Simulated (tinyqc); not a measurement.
Worked calculation: UHF in the sto-3g basis, for OH-, spin multiplicity 1. The basis has no diffuse functions, so it cannot describe the extra electron: this is an exercise in the method, not the real anion. This run ends on a higher stationary point, not on the lowest solution. Computed by tinyqc, a small Python program that keeps every step (integrals from PySCF). Settings: charge = -1, multiplicity = 1, basis = sto-3g, energy threshold = 1e-08, iteration cap = 81, orthogonalisation = symmetric, start = core, DIIS depth = 3, damping = 0.2, shift = 0.5, method = UHF, break = 0.4. Command: `OMP_NUM_THREADS=1 python tinyqc.py 28576 28577 out.jsonl` (the two numbers bound the seeds that draw the settings). One thread of a shared host (Intel(R) Xeon(R) Processor @ 2.60GHz), about 0.2 s of CPU time with the checks.

Geometry (angstrom):
```
atom,x,y,z
O,0.000000,0.000000,0.000000
H,0.000000,0.000000,1.922000
```

Stop when the energy changes by less than 1e-08 hartree and every element of the error matrix X^T (F D S - S D F) X (for each spin) is below 3e-05.

Course of the cycle:
```
iteration,E (hartree),change,largest element of the error matrix
1,-73.12480355,-,2.62e-01
2,-73.67903646,-5.54e-01,1.08e-01
3,-73.76195700,-8.29e-02,8.24e-02
4,-73.75420608,7.75e-03,6.94e-02
5,-73.76631547,-1.21e-02,5.53e-02
6,-73.77495620,-8.64e-03,3.78e-02
7,-73.78354579,-8.59e-03,3.53e-02
8,-73.77966921,3.88e-03,2.92e-02
9,-73.77719028,2.48e-03,2.33e-02
10,-73.77459449,2.60e-03,1.60e-02
11,-73.77347413,1.12e-03,9.59e-03
12,-73.77370500,-2.31e-04,7.85e-03
13,-73.77398994,-2.85e-04,6.63e-03
14,-73.77436168,-3.72e-04,5.44e-03
...,...,...,...
28,-73.77498164,-7.98e-07,3.30e-04
29,-73.77498136,2.81e-07,2.16e-04
30,-73.77498185,-4.93e-07,1.44e-04
31,-73.77498227,-4.17e-07,1.09e-04
32,-73.77498248,-2.11e-07,8.75e-05
33,-73.77498261,-1.30e-07,8.10e-05
34,-73.77498266,-5.95e-08,8.15e-05
35,-73.77498270,-3.25e-08,7.50e-05
36,-73.77498273,-2.79e-08,7.44e-05
37,-73.77498278,-5.59e-08,8.83e-05
38,-73.77498276,2.51e-08,6.78e-05
39,-73.77498275,7.40e-09,5.43e-05
40,-73.77498275,-5.93e-09,4.09e-05
41,-73.77498275,-2.29e-10,2.83e-05
```

Can the last value be used, and what does the course show?

No, though the log alone does not show it. Converged in 41 iterations. But the solution lies 0.19099 hartree above the reference: it is another stationary point, not the lowest one. Reruns (cap 100 unless said): DIIS 8: converged in 11 to a higher stationary point; damping 0.5: not converged; level shift 0.5: converged in 65 to a higher stationary point; atomic densities as start, DIIS 8: converged in 7 to a higher stationary point. PySCF UHF in the same basis, after a stability check = -73.96597716 hartree.
